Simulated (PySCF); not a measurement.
Gas-phase reaction: SiH₄ + 3 SiF₃ ⇌ 3 SiHF₂ + SiHF₃

Computed with PySCF and rigid-rotor harmonic-oscillator thermochemistry at 1 bar. † marks an energy on the PBE0/def2-TZVP geometry and frequencies; other levels use their own. MP2 and CCSD(T) freeze the core. 6-31G* has spherical d functions here. Open shells (unrestricted): SiF₃ (multiplicity 2), SiHF₂ (multiplicity 2); the rest are closed-shell singlets. B3LYP is the form with VWN-RPA correlation. SiHF₂: computed as isolated molecules; such fragments, hydroxides, amides, oligomers or adducts are transient or little studied in the gas. MP2 isn't extrapolated to the basis-set limit; its ΔH°(298 K) is -1.8 kJ in def2-SVP and -0.8 kJ in def2-TZVPP. CCSD(T) isn't extrapolated to the basis-set limit; its ΔH°(298 K) is -6.2 kJ in def2-SVP and -3.2 kJ in def2-TZVPP. The harmonic model lacks anharmonicity and excited electronic states, which grow with temperature; levels with a mode under 35 cm⁻¹ are left out.

```csv
level,"ΔE electronic, kJ","ΔH°(298 K), kJ","ΔS°(298 K), J/K","ΔG°(800 K), kJ"
B3LYP/6-31G*,-7,-6,39,-36
B3LYP/def2-TZVP†,-11,-10,41,-42
BLYP/def2-TZVP†,-11,-11,41,-42
CCSD(T)/def2-SVP†,-7,-6,41,-38
M06-2X/def2-TZVP†,-3,-2,41,-34
MP2/def2-SVP†,-2,-2,41,-33
MP2/def2-TZVPP†,-1,-1,41,-32
PBE0/def2-QZVP†,-5,-5,41,-36
PBE0/def2-TZVP,-5,-4,41,-36
r2SCAN/def2-TZVP†,1,1,41,-30
```
ΔH° is lowest at BLYP/def2-TZVP† and highest at r2SCAN/def2-TZVP†. No reference value is set beside these.
